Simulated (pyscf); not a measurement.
methane (CH₄) + [H₃C–AlH]• -> H₃C–AlH–CH₃ + H atom (H•) (substitution at C; doublet surface; C–H broken, Al–C formed). Optimised with ωB97X-D3(BJ)/def2-SVP in PySCF. Energies in kJ/mol from the separated reactants.

```
level                   barrier  reaction energy
----------------------  -------  ---------------
ωB97X-D3(BJ)/def2-TZVP        …                …
r²SCAN/def2-TZVP          171.4           +118.4
B3LYP-D3(BJ)/def2-TZVP    189.2           +122.1
M06-2X/def2-TZVP          198.8           +112.0
ωB97M-D3(BJ)/def2-TZVP        …           +103.1
HF/def2-TZVP              269.5           +110.9
```

**Question.** Fill in the missing entries.

**Answer.** 
- ωB97X-D3(BJ)/def2-TZVP, barrier: 201.9
- ωB97X-D3(BJ)/def2-TZVP, reaction energy: +100.5
- ωB97M-D3(BJ)/def2-TZVP, barrier: 198.2

The functionals in the table span 30.5 kJ/mol in this barrier, from r²SCAN to ωB97X-D3(BJ)/def2-TZVP. One saddle was located; it need not be the lowest between these sides. The angle at the attacked C is 156°.
